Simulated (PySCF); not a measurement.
Basis-set dependence of population analyses: `CC(C)(C)S`

Species: C4H10S.
Bonds: C1–C2, C2–C3, C2–C4, C2–S5. Hydrogens: H6, H7, H8 on C1; H9, H10, H11 on C3; H12, H13, H14 on C4; H15 on S5.

PBE0 throughout (PySCF), one geometry, spherical d and f functions. Isolated species at its PBE0-D3(BJ)/def2-SVP geometry, gas phase. Atoms taken as equivalent share a column and are averaged.

Mulliken charges (e):

```csv
basis,functions,C1/C3/C4,C2,S5,H6 (×9),H15
STO-3G,39,-0.233,-0.038,+0.058,+0.078,-0.022
6-31G,69,-0.445,-0.331,+0.050,+0.174,+0.052
pcSseg-0,69,-0.467,-0.900,+0.043,+0.233,+0.158
6-31G*,94,-0.505,-0.140,-0.084,+0.182,+0.103
def2-SVP,124,+0.038,-0.517,-0.065,+0.044,+0.071
cc-pVDZ,124,+0.021,-0.467,-0.085,+0.045,+0.084
pcSseg-1,142,-0.160,-0.656,-0.070,+0.120,+0.127
"6-311+G(2d,p)",203,-0.638,+0.767,-0.366,+0.157,+0.101
aug-cc-pVDZ,209,+1.048,-2.297,+0.044,-0.112,+0.116
def2-TZVP,221,-0.356,+0.055,-0.253,+0.125,+0.142
IGLO-III,284,-0.434,+0.069,+0.095,+0.132,-0.047
cc-pVTZ,294,-0.272,-0.021,-0.175,+0.102,+0.092
pcSseg-2,327,-0.062,-0.105,-0.143,+0.042,+0.054
```

IAO charges (e):

```tsv
basis	functions	C1/C3/C4	C2	S5	H6 (×9)	H15
STO-3G	39	-0.394	-0.080	+0.059	+0.132	+0.015
6-31G	69	-0.430	+0.006	-0.126	+0.147	+0.088
pcSseg-0	69	-0.413	-0.038	-0.105	+0.144	+0.090
6-31G*	94	-0.411	+0.003	-0.098	+0.139	+0.073
def2-SVP	124	-0.399	+0.001	-0.093	+0.135	+0.076
cc-pVDZ	124	-0.411	+0.009	-0.105	+0.138	+0.081
pcSseg-1	142	-0.409	-0.003	-0.101	+0.139	+0.081
6-311+G(2d,p)	203	-0.423	+0.003	-0.104	+0.143	+0.083
aug-cc-pVDZ	209	-0.422	+0.010	-0.116	+0.142	+0.089
def2-TZVP	221	-0.423	+0.002	-0.098	+0.143	+0.080
IGLO-III	284	-0.424	+0.001	-0.096	+0.143	+0.081
cc-pVTZ	294	-0.424	+0.005	-0.105	+0.143	+0.084
pcSseg-2	327	-0.423	+0.002	-0.102	+0.143	+0.082
```

Hirshfeld charges (e):

| basis | functions | C1/C3/C4 | C2 | S5 | H6 (×9) | H15 |
| --- | --- | --- | --- | --- | --- | --- |
| STO-3G | 39 | -0.048 | +0.044 | -0.041 | +0.014 | +0.014 |
| 6-31G | 69 | -0.105 | +0.046 | -0.102 | +0.036 | +0.045 |
| pcSseg-0 | 69 | -0.112 | +0.056 | -0.076 | +0.034 | +0.046 |
| 6-31G* | 94 | -0.104 | +0.041 | -0.107 | +0.037 | +0.049 |
| def2-SVP | 124 | -0.121 | +0.039 | -0.058 | +0.038 | +0.044 |
| cc-pVDZ | 124 | -0.116 | +0.037 | -0.070 | +0.037 | +0.044 |
| pcSseg-1 | 142 | -0.122 | +0.029 | -0.062 | +0.039 | +0.047 |
| 6-311+G(2d,p) | 203 | -0.123 | +0.009 | -0.053 | +0.041 | +0.045 |
| aug-cc-pVDZ | 209 | -0.130 | +0.014 | -0.047 | +0.042 | +0.043 |
| def2-TZVP | 221 | -0.125 | +0.018 | -0.057 | +0.041 | +0.045 |
| IGLO-III | 284 | -0.132 | +0.017 | -0.034 | +0.041 | +0.043 |
| cc-pVTZ | 294 | -0.125 | +0.023 | -0.059 | +0.041 | +0.042 |
| pcSseg-2 | 327 | -0.130 | +0.017 | -0.050 | +0.042 | +0.043 |

Some averages cover members that differ in this geometry, most widely: H6 (×9), Mulliken in aug-cc-pVDZ -0.177 to -0.064; C1/C3/C4, Mulliken in aug-cc-pVDZ +0.988 to +1.079; C1/C3/C4, Mulliken in pcSseg-2 -0.089 to -0.048; H6 (×9), Mulliken in IGLO-III +0.114 to +0.146 e.

**Question.** Which scheme is steadiest as the basis changes?

**Answer.** Largest range over the bases for any column: Hirshfeld 0.08 e, IAO 0.19 e, Mulliken 3.06 e. Hirshfeld charges move least and Mulliken charges most, counted in e. Without the minimal STO-3G basis the ranges are Hirshfeld 0.07, IAO 0.05, Mulliken 3.06 e.

**Question.** How much do the charges still move between the two largest bases, cc-pVTZ and pcSseg-2?

**Answer.** At most, over all atoms: Mulliken 0.220 e, IAO 0.003 e, Hirshfeld 0.010 e.

**Question.** What do the same runs give for the total energy, the frontier levels and the dipole moment?

**Answer.** 
```
        basis  energy (Eh)  HOMO (eV)  LUMO (eV)  μ (D)
       STO-3G    -550.0463      -3.22       6.43   1.06
        6-31G    -556.2196      -6.64       1.12   2.13
     pcSseg-0    -555.4883      -6.71       0.95   2.10
       6-31G*    -556.2814      -6.58       0.91   1.86
     def2-SVP    -556.0698      -6.54       0.85   1.61
      cc-pVDZ    -556.3149      -6.56       0.80   1.66
     pcSseg-1    -556.2682      -6.70       0.53   1.77
6-311+G(2d,p)    -556.3625      -6.71       0.02   1.75
  aug-cc-pVDZ    -556.3275      -6.73      -0.25   1.76
    def2-TZVP    -556.3747      -6.70       0.38   1.68
     IGLO-III    -556.3794      -6.64       0.30   1.52
      cc-pVTZ    -556.3782      -6.70       0.45   1.69
     pcSseg-2    -556.3855      -6.74       0.15   1.73
```

The dipole is fixed by the density alone, so its range of 1.07 D shows that the density itself changes with the basis, not only its division among atoms.
